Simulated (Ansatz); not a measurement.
Start from `CC=C(C)C` and change one atom or group to get `C/C=C(/C)F`.

Ansatz, PBE0-D4/def2-TZVP geometries, multiplicity 1. 

```csv
property,`CC=C(C)C`
HOMO–LUMO gap (PBE0/def2-TZVPP) / eV,7.45
HOMO energy (PBE0/def2-TZVPP) / eV,-6.60
size of the dipole moment (ωB97M-V/def2-TZVPP) / D,0.21
"ideal-gas entropy at 298 K and 1 bar (rigid rotor, harmonic PBE0-D4/def2-TZVP) / J/(mol·K)",332
LUMO energy (ωB97M-V/def2-TZVPP) / eV,2.74
LUMO energy (PBE0/def2-TZVPP) / eV,0.85
```

(1) Give the same properties after the change, and the shifts. (Best estimate.)

Answers

(1) The calculation gave: 
| property | `C/C=C(/C)F` | shift |
| --- | --- | --- |
| HOMO–LUMO gap (PBE0/def2-TZVPP) / eV | 7.71 | 0.26 |
| HOMO energy (PBE0/def2-TZVPP) / eV | -6.86 | -0.26 |
| size of the dipole moment (ωB97M-V/def2-TZVPP) / D | 1.40 | 1.19 |
| ideal-gas entropy at 298 K and 1 bar (rigid rotor, harmonic PBE0-D4/def2-TZVP) / J/(mol·K) | 318 | -14 |
| LUMO energy (ωB97M-V/def2-TZVPP) / eV | 2.82 | 0.08 |
| LUMO energy (PBE0/def2-TZVPP) / eV | 0.85 | 0.00 |

The zero-point energy changes by -92.9 kJ/mol with -9 modes. Dipoles are sizes alone; their direction can turn.
